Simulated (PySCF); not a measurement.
**1-chloro-2-butyne (ClCC#CC, C4H5Cl)**

Molfile (atoms numbered from 1):
```
C4H5Cl
     RDKit          3D

 10  9  0  0  0  0  0  0  0  0999 V2000
   -2.0685    0.2066   -0.1531 C   0  0  0  0  0  0  0  0  0  0  0  0
   -0.6318    0.0281   -0.2098 C   0  0  0  0  0  0  0  0  0  0  0  0
    0.5608   -0.1132   -0.2504 C   0  0  0  0  0  0  0  0  0  0  0  0
    1.9895   -0.2960   -0.3083 C   0  0  0  0  0  0  0  0  0  0  0  0
    2.8678    0.8491    0.7619 Cl  0  0  0  0  0  0  0  0  0  0  0  0
   -2.5809   -0.7554   -0.0808 H   0  0  0  0  0  0  0  0  0  0  0  0
   -2.3452    0.8010    0.7212 H   0  0  0  0  0  0  0  0  0  0  0  0
   -2.4366    0.7228   -1.0426 H   0  0  0  0  0  0  0  0  0  0  0  0
    2.2756   -1.2968    0.0140 H   0  0  0  0  0  0  0  0  0  0  0  0
    2.3717   -0.1280   -1.3150 H   0  0  0  0  0  0  0  0  0  0  0  0
  1  2  1  0
  2  3  3  0
  3  4  1  0
  4  5  1  0
  1  6  1  0
  1  7  1  0
  1  8  1  0
  4  9  1  0
  4 10  1  0
M  END
```

Computed with quadratic response CAM-B3LYP/def2-TZVPD first hyperpolarisability, Taylor convention, gas phase in PySCF. Geometry: PBE0-D3(BJ)/def2-TZVP.

Question: Give the tensor of the static β(0;0,0) in the axes of these coordinates.

Answer: In au, Taylor convention; rows are the first index (the induced dipole):
```tsv
	xx	yy	zz	xy	xz	yz
x	-165.8	-7.1	-9.6	-15.3	-22.2	-0.4
y	-15.3	-10.4	-4.6	-7.1	-0.4	+1.0
z	-22.2	+1.0	-16.0	-0.4	-9.6	-4.6
```
Norm of βᵢ = ⅓ Σⱼ (βᵢⱼⱼ + βⱼᵢⱼ + βⱼⱼᵢ): 188.7 au, hyper-Rayleigh value 75.0 au.
